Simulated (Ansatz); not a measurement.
Results of PBE (plane waves, PAW; Ansatz, a program for electronic structure) for fcc Pt.

Settings: plane-wave cutoff 520 eV, 28×28×28 k mesh, Fermi–Dirac smearing 0.048 eV (set by the program), scalar-relativistic PAW data made under PBE.

Cell (relaxed at this level):

Space group Fm-3m (No. 225); a = 3.9701 Å, b = 3.9701 Å, c = 3.9701 Å, α = 90.00°, β = 90.00°, γ = 90.00°

```tsv
atom	site	symmetry	x	y	z
Pt	4a	m-3m	0.0000	0.0000	0.0000
```
(The calculation used a cell of 1 atom; values per cell refer to that cell.)

### Question
Predict the Young modulus, elastic constant C44, Poisson ratio, elastic constant C11 and elastic constant C12.

### Answer

Young modulus: 150 GPa
elastic constant C44: 61.7 GPa
Poisson ratio: 0.399
elastic constant C11: 306 GPa
elastic constant C12: 219 GPa

Measured, for comparison: elastic constant C44 77.4 GPa, elastic constant C11 358 GPa, elastic constant C12 254 GPa (0 K, low-temperature values given for 0 K; zero-point effects included; as tabulated in Li et al. (2021), arXiv:2102.01972). Computed (rounded) less measured: elastic constant C44 -20 %, elastic constant C11 -15 %, elastic constant C12 -14 %.

Elastic constants are with the ions relaxed.

Spin–orbit coupling is not included.

Static lattice: no zero-point or thermal effects.

Computing time: very roughly 5 core-minutes.
